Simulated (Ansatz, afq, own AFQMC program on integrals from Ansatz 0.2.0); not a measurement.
# AlSiH, triplet in 6-31G, levels against full CI

```yaml
atoms:
  - { symbol: Si, position_ang: [0.0000, 0.0000, 2.4056] }
  - { symbol: Al, position_ang: [0.0000, 0.0000, -0.4034] }
  - { symbol: H, position_ang: [0.0000, 0.0000, -2.0022] }
```

Connectivity, by distances: Si–AlH.

Basis 6-31G. Noble-gas cores (and the filled d shells of Ga–Kr and In–Xe) are frozen. Integrals, coupled cluster, full CI and functionals: Ansatz 0.2.0; the random walks run on the same integrals in our own AFQMC program. The CISD trial takes its coefficients from CCSD amplitudes. Released means that phaseless walkers are propagated on without the constraint, phases kept. ± is one standard error of the sampling.

Determinant: UHF, the one that the program's search chose, which needn't be the lowest solution. The geometry is a point of a scan.

Full CI on the same integrals is exact in this basis and with this determinant's frozen core.

Cautions: lower spins were not checked; strong correlation (T1 0.062, weight of the determinant 0.84, largest double 0.09); the released energies are still falling, so no released level is given (meV from the phaseless value at times in 1/Eh: -4 ± 3 at 0.24, -5.2 ± 2.5 at 0.51, -6.3 ± 2.0 at 0.99, -8.4 ± 1.7 at 1.62, -11.9 ± 1.8 at 2.40).

The T1 diagnostic is 0.0620, the weight of the determinant in the CISD state is 0.843 and the ⟨S²⟩ of the determinant is 2.016. The size of the correlated space is 8 electrons in 18 orbitals.

Reference: full CI, correlation energy -2.321 eV.

```tsv
level	E − E(reference) (meV)	share of correlation (%)
HF	2321.2	0.00
MP2	848.8	63.43
CCSD	117.6	94.93
CCSD(T)	45.1	98.05
CCSDT	5.9	99.75
CCSDT(Q)	-1.3	100.05
CCSDTQ	0.3	99.99
ph-AFQMC/CISD	21.6 ± 4.3	99.07
```

CCSDT and higher add their correlation energy to the determinant of the CCSD(T) run, since their own runs factorise the integrals more tightly (a shift of under 2 meV). A walk keeps the symmetry of its determinant, which the program's search chose and which needn't be the lowest solution, so a lower state of the same spin and another symmetry isn't excluded.
